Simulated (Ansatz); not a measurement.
# Cl–BH–Cl, triplet: the ladder up to UCCSDT(Q)

Geometry: displaced at random from a stationary point.

```xyz
4

Cl    0.0594   -0.0787    1.6558
B    -0.1054    0.4429    0.0084
Cl   -0.0288   -0.1027   -1.6588
H     0.0543    1.6295    0.0184
```

Basis cc-pVDZ; Ansatz 0.2.0. Correlated methods freeze the noble-gas cores, which leaves 18 electrons in 44 orbitals. Prefix R: restricted or restricted open-shell reference; prefix U: unrestricted. Active spaces: valence = (14e, 11o, short of the full valence) chosen from the atoms' valence shells.

Full CI isn't at hand for all of this; UCCSDT(Q) serves as the reference, and is uncertain by about the last step of the cluster series. The frozen core follows each run's orbitals, which can shift R against U totals by a few meV.

For open shells CISD is restricted-active-space CI with the open shells as a complete middle space.

```
UHF ⟨S²⟩                          : 2.021
T1 diagnostic (RCCSD)             : 0.0361
largest doubles amplitude (RCCSD) : 0.034
T1 diagnostic (UCCSD)             : 0.0273
```

```tsv
level	E − E(UCCSDT(Q)) (kJ/mol)	share of correlation (%)	wall time
RHF	1065.9	0.00	–
UHF	1048.4	1.64	–
RMP2	124.8	88.29	–
UMP2	124.7	88.30	–
CISD	155.1	85.45	11 s
RCCSD	37.0	96.53	–
UCCSD	36.4	96.58	–
RCCSD(T)	5.8	99.46	3.2 s
UCCSD(T)	5.8	99.45	4.7 s
BCCD(T)	5.6	99.48	3.5 s
RCCSDT	2.9	99.73	–
UCCSDT	2.8	99.74	–
RCCSDT(Q)	0.3	99.97	4.2 min
CASSCF (valence space)	902.1	15.36	–
NEVPT2 (valence space)	154.7	85.48	9.5 s
```

The correlation energy at UCCSDT(Q), counted from RHF, is -11.047 eV. That run took 3.6 min on 1 thread of Arm Neoverse V2, shared host.

Times hold each run's SCF and search for its determinant on a shared host, so for small cases they say little of a method's own cost; they ran on 1 thread of Arm Neoverse V2.

Natural occupations of CASSCF (valence space) about the gap: 1.982 1.976 1.971 1.016 1.006 0.033 0.022 0.017; effectively unpaired electrons, Σ n²(2−n)², 2.01.
